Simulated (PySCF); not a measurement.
**Computed and reference excited states of `[BH]` (boron monohydride) [singlet]**

Published values to compare with (the computed states carry no symmetry labels, so the two lists aren't matched line by line):

```csv
state,E (eV),f,kind of transition,source
A 1Π,2.87,,"Te (adiabatic, minimum to minimum, no zero-point energy)",[1]
C' 1Δ,5.70,,"Te (adiabatic, minimum to minimum, no zero-point energy)",[1]
C 1Σ+,6.85,,"Te (adiabatic, minimum to minimum, no zero-point energy)",[1]
```

[1] measured, gas; Huber, Herzberg, Constants of Diatomic Molecules, NIST Chemistry WebBook

Species: boron monohydride, BH (singlet state).
InChI=1S/BH/h1H

Level of theory: PySCF, TDDFT CAM-B3LYP/aug-cc-pVTZ, vertical, gas phase, core orbitals frozen in the response. Geometry: PBE0-D3(BJ)/def2-TZVP; no solvent, vibrations or thermal averaging.

Computed singlets: 2.60 eV (f 0.045 summed over 2 states); 5.96 eV (f 0.093); 6.94 eV (f 0.029 summed over 2 states); 6.98 eV (f 0.032); 8.35 eV (f 0.033); 8.80 eV (f 0.179 summed over 2 states) [of 10 roots; the last level is left out, as the window may have cut its degenerate partner]. Computed triplets (Tamm–Dancoff): 0.99, 0.99, 5.85 eV.

Adiabatic (Te) and 0-0 energies refer to the relaxed excited state and aren't the vertical quantity computed here.
